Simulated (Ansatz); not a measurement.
## How the TA phonon frequency at L of cubic BN moves with the method

No measured value is used here.

```
level (code)         value (cm⁻¹)  cell (Å³/atom)
-------------------  ------------  --------------
LDA (Ansatz)                  [?]            5.74
PBE (Ansatz)                  483            5.95
PBE-D3(BJ) (Ansatz)           484            5.86
r²SCAN (Ansatz)               498            5.88
```

**Question.** Some entries are withheld; supply them.

**Answer.** 
- LDA (Ansatz, an electronic-structure program), value (cm⁻¹): 488

PBE-D3(BJ): the dispersion coefficients are held fixed in the derivatives. Each level is taken at its own relaxed cell. Cutoffs and k meshes differ between the levels. Ansatz's density-functional and Hartree–Fock values are scalar-relativistic unless marked +SOC, with PAW data made under PBE.
